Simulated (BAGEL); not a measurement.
**CH6NSi− (SMILES C[N-][SiH3]): B3LYP/6-31G(d) (density fitting with qzvpp-jkfit, spherical functions)**

Aim: the energy change on altering one bond length of CH6NSi− at B3LYP/6-31G* (density fitting with qzvpp-jkfit, spherical functions), from 2 runs. 

The calculation is run with BAGEL 1.2.2.

### Step 1. The molecule

CH6NSi− has 9 atoms, charge -1, and is taken as a singlet. SMILES: `C[N-][SiH3]`. The coordinates come from a GFN2-xTB relaxation.

Bond lengths: C1–N2 1.417 Å, N2–Si3 1.647 Å, C1–H4 1.113 Å, C1–H5 1.106 Å, C1–H6 1.113 Å, Si3–H7 1.522 Å, Si3–H8 1.521 Å, Si3–H9 1.489 Å. Some angles: C1–N2–Si3 123.9°, N2–C1–H4 114.6°, N2–C1–H5 109.5°, N2–C1–H6 114.6°, N2–Si3–H7 120.3°, N2–Si3–H8 120.5°, N2–Si3–H9 107.2°, H4–C1–H5 106.2°, H4–C1–H6 105.2°, H5–C1–H6 106.2°.

### Step 2. The energy at B3LYP/6-31G(d) (density fitting with qzvpp-jkfit, spherical functions)

Contents of input.json:

```json
{ "bagel" : [

{
  "title" : "molecule",
  "basis" : "6-31gs.json",
  "df_basis" : "qzvpp-jkfit",
  "angstrom" : true,
  "geometry" : [
    { "atom" : "C", "xyz" : [      -0.712670,       0.919970,      -0.811790 ] },
    { "atom" : "N", "xyz" : [      -0.509930,       0.391650,       0.487660 ] },
    { "atom" : "Si", "xyz" : [       0.578670,      -0.793220,       0.839100 ] },
    { "atom" : "H", "xyz" : [       0.184970,       1.402450,      -1.260460 ] },
    { "atom" : "H", "xyz" : [      -1.495620,       1.699930,      -0.774320 ] },
    { "atom" : "H", "xyz" : [      -1.052450,       0.176080,      -1.567380 ] },
    { "atom" : "H", "xyz" : [       2.062060,      -0.577760,       0.574520 ] },
    { "atom" : "H", "xyz" : [       0.451190,      -2.171650,       0.208950 ] },
    { "atom" : "H", "xyz" : [       0.493780,      -1.047460,       2.303720 ] }
  ]
},

{ "title" : "ks", "xc_func" : "b3lyp", "charge" : -1 },

{ "title" : "print", "file" : "orbitals.molden", "orbitals" : true }

]}
```

The basis set 6-31G* is read from a file made from the Basis Set Exchange's data (not shown).

Run with:

```sh
BAGEL_NUM_THREADS=1 BAGEL input.json > input.out
```

The log of the run:

```text
* using 1 threads per process

  ===============================================================
  ===============================================================

  *** Geometry ***

  { "atom" : "C", "xyz" : [     -1.346751,      1.738491,     -1.534061 ] },
  { "atom" : "N", "xyz" : [     -0.963628,      0.740111,      0.921544 ] },
  { "atom" : "Si", "xyz" : [      1.093528,     -1.498969,      1.585669 ] },
  { "atom" : "H", "xyz" : [      0.349543,      2.650246,     -2.381924 ] },
  { "atom" : "H", "xyz" : [     -2.826312,      3.212402,     -1.463253 ] },
  { "atom" : "H", "xyz" : [     -1.988842,      0.332743,     -2.961919 ] },
  { "atom" : "H", "xyz" : [      3.896729,     -1.091808,      1.085685 ] },
  { "atom" : "H", "xyz" : [      0.852626,     -4.103824,      0.394858 ] },
  { "atom" : "H", "xyz" : [      0.933109,     -1.979413,      4.353400 ] },

  Number of auxiliary basis functions:      388

  Since a DF basis is specified, we compute 2- and 3-index integrals:
    o Being stored without compression. Storage requirement is 0.010 GB

  Number of basis functions:       58
  Number of electrons      :       33

    * METHOD: MOLECULE                             0.55

  *** Kohn-Sham DFT ***

    * Removing 15247 points whose weight is below 1.00e-10
    * Grid points: 118907

  === Nuclear Repulsion ===
   108.6015800137

       - DIIS with orbital gradients will be used.

  === KS iteration (b3lyp / 6-31gs.json) ===
      0       -360.49269968          0.17122271           0.81
      1       -366.42709838          0.12607169           1.07
      2       -357.21946199          0.22525176           0.83
      3       -375.33976439          0.16334612           0.78
      4       -381.76673756          0.13291264           0.72
      5       -374.76515020          0.17356827           0.63
      6       -380.05720688          0.12946429           0.70
      7       -371.69127202          0.15244500           0.63
      8       -385.53387176          0.03917911           0.63
      9       -385.85443423          0.01480395           0.88
     10       -385.89722141          0.01249449           0.55
     11       -385.93419568          0.00191566           0.62
     12       -385.93510417          0.00033122           0.68
     13       -385.93512722          0.00014893           0.63
     14       -385.93513356          0.00002105           0.54
     15       -385.93513370          0.00000320           0.66
     16       -385.93513370          0.00000038           0.66
     17       -385.93513370          0.00000016           0.70
     18       -385.93513370          0.00000005           0.59
     19       -385.93513370          0.00000001           0.72
     20       -385.93513370          0.00000000           0.59
    * SCF iteration converged.

    * Permanent dipole moment:
           (   -0.096420,    -0.047263,     0.586605) a.u.

    * METHOD: KS                                  16.29

    * METHOD: PRINT                                0.01

  ===============================================================
```

Wall time 18 s (1 thread of Intel Xeon at 2.50GHz (Skylake/Cascade Lake), shared host); peak memory 0.34 GiB.

### Step 3. The distorted shape at the same level

Contents of dft.json:

```json
{ "bagel": [

{
  "title": "molecule",
  "basis": "6-31gs.json",
  "df_basis": "qzvpp-jkfit",
  "angstrom": true,
  "geometry": [
    { "atom": "C", "xyz": [       0.226857,      -0.015969,      -0.856753 ] },
    { "atom": "N", "xyz": [       0.429597,      -0.544289,       0.442697 ] },
    { "atom": "Si", "xyz": [       1.518197,      -1.729159,       0.794137 ] },
    { "atom": "H", "xyz": [       1.124497,       0.466511,      -1.305423 ] },
    { "atom": "H", "xyz": [      -1.495620,       1.699930,      -0.774320 ] },
    { "atom": "H", "xyz": [      -0.112923,      -0.759859,      -1.612343 ] },
    { "atom": "H", "xyz": [       3.001587,      -1.513699,       0.529557 ] },
    { "atom": "H", "xyz": [       1.390717,      -3.107589,       0.163987 ] },
    { "atom": "H", "xyz": [       1.433307,      -1.983399,       2.258757 ] }
  ]
},

{ "title": "ks", "xc_func": "b3lyp", "charge": -1 },

{ "title": "print", "file": "orbitals.molden", "orbitals": true }

]}
```

The basis set 6-31G* is read from a file made from the Basis Set Exchange's data (not shown).

Run with:

```sh
BAGEL_NUM_THREADS=1 BAGEL dft.json > dft.out
```

The log of the run:

```text
* using 1 threads per process

  ===============================================================
  ===============================================================

  *** Geometry ***

  { "atom" : "C", "xyz" : [      0.428698,     -0.030177,     -1.619029 ] },
  { "atom" : "N", "xyz" : [      0.811821,     -1.028557,      0.836576 ] },
  { "atom" : "Si", "xyz" : [      2.868977,     -3.267637,      1.500701 ] },
  { "atom" : "H", "xyz" : [      2.124991,      0.881578,     -2.466892 ] },
  { "atom" : "H", "xyz" : [     -2.826312,      3.212402,     -1.463253 ] },
  { "atom" : "H", "xyz" : [     -0.213394,     -1.435925,     -3.046887 ] },
  { "atom" : "H", "xyz" : [      5.672177,     -2.860477,      1.000718 ] },
  { "atom" : "H", "xyz" : [      2.628074,     -5.872492,      0.309891 ] },
  { "atom" : "H", "xyz" : [      2.708558,     -3.748081,      4.268432 ] },

  Number of auxiliary basis functions:      388

  Since a DF basis is specified, we compute 2- and 3-index integrals:
    o Being stored without compression. Storage requirement is 0.010 GB

  Number of basis functions:       58
  Number of electrons      :       33

    * METHOD: MOLECULE                             0.36

  *** Kohn-Sham DFT ***

    * Removing 14050 points whose weight is below 1.00e-10
    * Grid points: 120104

  === Nuclear Repulsion ===
   105.5818856996

       - DIIS with orbital gradients will be used.

  === KS iteration (b3lyp / 6-31gs.json) ===
      0       -358.45503258          0.16064563           0.70
      1       -361.16264129          0.16127735           0.64
      2       -361.07440774          0.16330186           0.64
      3       -384.49326315          0.07297295           0.64
      4       -384.97888936          0.04940227           0.53
      5       -385.71681839          0.01766226           0.60
      6       -385.81093918          0.00226281           0.55
      7       -385.81157528          0.00187644           0.56
      8       -385.81258611          0.00095442           0.60
      9       -385.81291272          0.00005343           0.71
     10       -385.81291342          0.00001798           0.66
     11       -385.81291345          0.00001703           0.73
     12       -385.81291361          0.00000205           0.74
     13       -385.81291361          0.00000082           0.74
     14       -385.81291361          0.00000069           0.78
     15       -385.81291361          0.00000021           0.77
     16       -385.81291361          0.00000004           0.70
     17       -385.81291361          0.00000003           0.85
     18       -385.81291361          0.00000001           0.77
    * SCF iteration converged.

    * Permanent dipole moment:
           (   -1.662119,     1.670033,     0.028929) a.u.

    * METHOD: KS                                  14.26

    * METHOD: PRINT                                0.01

  ===============================================================
```

It took 15 s on 1 thread of Intel Xeon at 2.50GHz (Skylake/Cascade Lake), shared host; peak memory 0.34 GiB.

### Step 4. What came out

At B3LYP/6-31G* (density fitting with qzvpp-jkfit, spherical functions):

| quantity | value |
| --- | --- |
| first shape: total energy | -385.93513 Eh |
| first shape: HOMO energy | 0.97 eV |
| first shape: LUMO energy | 6.53 eV |
| first shape: HOMO–LUMO gap (to an unbound level, set by the basis) | 5.56 eV |
| distorted shape: total energy | -385.81291 Eh |
| distorted shape: HOMO energy | -0.06 eV |
| distorted shape: LUMO energy | 3.20 eV |
| distorted shape: HOMO–LUMO gap (to an unbound level, set by the basis) | 3.26 eV |
| energy change with the C1–H5 bond stretched from 1.106 to 2.433 Å | 3.326 eV |

**Reading.** With the C1–H5 bond stretched from 1.106 to 2.433 Å the energy rises by 3.33 eV (321 kJ/mol). The first shape isn't relaxed at this level, so the change isn't measured from a minimum. The HOMO (first shape) lies at positive energy, 0.97 eV; only total energies tell whether the electron is bound.
